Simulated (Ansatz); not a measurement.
## Worked example: correlation energy of HSiP, singlet

Geometry: a PBE0/def2-TZVP stationary point for this spin, not checked as a minimum.

```xyz
3

Si    0.0000    0.0000    0.1538
P     0.0000    0.0000   -1.7906
H     0.0000    0.0000    1.6368
```

Basis 6-31G; Ansatz 0.2.0. Correlated methods freeze the noble-gas cores, which leaves 10 electrons in 18 orbitals. Prefix R: restricted or restricted open-shell reference.

Full CI is exact within this basis and frozen core; it isn't the basis-set limit.

Runs differ by some tens of microhartree through their thresholds, so steps under 0.03 kcal/mol mean nothing.

```csv
level,total energy (hartree)
RHF,-630.075853
RMP2,-630.207153
RCCSD,-630.218766
RCCSD(T),-630.223571
RCCSDT,-630.224190
RCCSDT(Q),-630.225527
RCCSDTQ,-630.225362
full CI,-630.225542
```

Task: What is the correlation energy at full CI, and what share of it do RMP2 and RCCSDTQ recover?

Result: E(corr) = -630.225542 − (-630.075853) = -0.149689 hartree = -4.073 eV. RMP2: -0.131300 / -0.149689 = 87.72 %. RCCSDTQ: -0.149509 / -0.149689 = 99.88 %.

Task: By how many kcal/mol does RCCSD(T) miss full CI (1 hartree = 627.509 kcal/mol), and which steps make up the rest?

Result: -630.223571 − (-630.225542) = 0.001971 hartree = 1.24 kcal/mol. Steps: RCCSDT − RCCSD(T) = -0.39, RCCSDT(Q) − RCCSDT = -0.84, RCCSDTQ − RCCSDT(Q) = 0.10, full CI − RCCSDTQ = -0.11 kcal/mol. Differences between like states or geometries often cancel part of this.
